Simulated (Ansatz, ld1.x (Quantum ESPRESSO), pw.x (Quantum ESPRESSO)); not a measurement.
## Equation-of-state test of one ultrasoft potential (osmium)

```
Element                 : Os (Z = 76)
Generator               : ld1.x (Quantum ESPRESSO) 7.5
Type                    : ultrasoft
Functional              : PBEsol
Relativity              : scalar-relativistic
Frozen core             : [Xe] 4f14
Valence charge          : 8
Reference configuration : 5d6 6s2 6p0
Partial waves           : 6s (bound): rcut 2.30, rcutus 2.75 bohr; 6s channel at 1.7 Ry: rcut 2.30, rcutus 2.75 bohr; 6p (bound, empty): rcut 2.50, rcutus 3.15 bohr; 6p channel at 2.1 Ry: rcut 2.50, rcutus 3.15 bohr; 5d (bound): rcut 1.45, rcutus 1.75 bohr; 5d channel at 0.2 Ry: rcut 1.45, rcutus 1.75 bohr
Local potential         : all-electron potential smoothed inside 3.10 bohr (lloc = -1)
Core correction         : Bessel-smoothed model core inside 1.40 bohr
Augmentation charge     : PSQ, radius 1.35 bohr
```

Crystal test: sc Os in pw.x 7.5, no spin, 13³ k-points, Fermi–Dirac smearing 0.01 Ry, cutoffs 70/560 Ry. The reference is all-electron LAPW (Ansatz 0.2.0) with the same functional, mesh and smearing; V0 and B0 come from Birch–Murnaghan fits to the pressures at five volumes. Errors are pseudo minus all-electron; Δ is the rms difference of the E(V) curves that follow from these fits, minima aligned, over ±6 % about the mean V0. Mesh and smearing are coarse, so the numbers serve the comparison and aren't converged zero-temperature values; the lattice is a test structure that the element need not adopt.

All-electron: a0 = 2.531 Å (V0 = 16.22 Å³/atom), B0 = 294.0 GPa.

Question: How far does the potential miss the all-electron equation of state?

Answer: mean pressure error (GPa): +22.10. The pressure does not cross zero within the volumes sampled, so no fit is given. The largest radius (3.15 bohr) exceeds half the bond length (2.39 bohr), so the spheres overlap, which is one possible source of error among others. This is a poor potential for the solid. Atomic configuration tests: test run stopped at test 5 of 7 (negative rho).

```
V (Å³/atom)  P all-electron (GPa)  P pseudo (GPa)
     15.412                 16.99           44.06
     15.817                  7.89           32.18
     16.223                 -0.01           21.81
     16.629                 -6.86           12.78
     17.034                -12.81            4.87
```

Question: At the middle volume, how do free energy and pressure move when the wave cutoff is lowered (ecutrho held at 560 Ry)?

Answer:

```json
{"cutoff (Ry)": "32", "shift of F (meV/atom)": "+94.0", "shift of P (GPa)": "-7.55"}
{"cutoff (Ry)": "42", "shift of F (meV/atom)": "+23.3", "shift of P (GPa)": "-0.19"}
{"cutoff (Ry)": "56", "shift of F (meV/atom)": "+2.5", "shift of P (GPa)": "-0.28"}
```

The 8 pw.x runs together took about 2.2 min on one core of a shared server CPU.
